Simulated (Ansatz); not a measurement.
Consider the hydrogen abstraction from the Si–H bond: `S[SiH2]Cl` + F• → `S[SiH]Cl`• + H–F.

Computed with Ansatz on PBE0-D4/def2-TZVP structures; ΔE is electronic, products minus reactants. CCSD(T)/CBS adds triple-zeta CCSD(T) − MP2 to the extrapolated MP2 energy (def2 sets, frozen cores). This one scheme is used for every species, atoms too. DFT in def2-TZVPP. B3LYP here is the variant with VWN-RPA as its local correlation; programs differ in this. No spin–orbit coupling; open shells (•) take unrestricted orbitals. Spin–orbit coupling would lower the free atoms: a little for F. Each species was taken in one conformer, which may not be the lowest.

`S[SiH2]Cl`:

Cartesian coordinates in Å:
```
S -0.121 1.700 -0.040
Si 0.337 -0.365 0.098
Cl -0.203 -1.419 -1.580
H -1.450 1.514 0.045
H -0.369 -0.994 1.235
H 1.806 -0.436 0.244
```

`S[SiH]Cl`•:

```xyz
5

S     0.543    0.809    1.155
Si   -0.033   -0.097   -0.687
Cl    1.385   -1.530   -1.080
H    -0.542    1.604    1.175
H    -1.353   -0.786   -0.563
```

H–F:

Z-matrix (Å, degrees):
```
F
H 1 0.920
```

Problem. Is it downhill or uphill in electronic energy at CCSD(T)/CBS, and by how much? (An estimate is asked.)

Solution. Ansatz gave: Downhill: ΔE = -191.2 kJ/mol.

Problem. What do these levels give: revPBE-D4, PBE0-D4, r2SCAN0-D4, BLYP, B3LYP, r2SCANh, BHLYP, LC-ωPBE, RPA@PBE/def2-TZVPP, SCS-MP2/def2-TZVPP, CCSD(T)/def2-TZVPP, MP2/CBS(def2)? (An estimate is asked.)

Solution. Computed: revPBE-D4 -207.1, PBE0-D4 -190.8, r2SCAN0-D4 -177.0, BLYP -208.8, B3LYP -190.1, r2SCANh -188.6, BHLYP -153.1, LC-ωPBE -191.5, RPA@PBE/def2-TZVPP -149.0, SCS-MP2/def2-TZVPP -182.8, CCSD(T)/def2-TZVPP -178.9, MP2/CBS(def2) -217.2 kJ/mol.

Largest T1 diagnostic among the species: 0.014.

In def2-TZVPP, CCSD(T) changes the Hartree–Fock value by −96.5 kJ/mol (the triples alone add −7.9 kJ/mol) and MP2 by −122.5 kJ/mol. From BLYP to BHLYP (50 % exact exchange), in def2-TZVPP and without D4, ΔE moves by +55.7 kJ/mol. At CCSD(T), def2-SVP lies +40.7 kJ/mol from the extrapolated value and def2-TZVPP +12.3 kJ/mol.
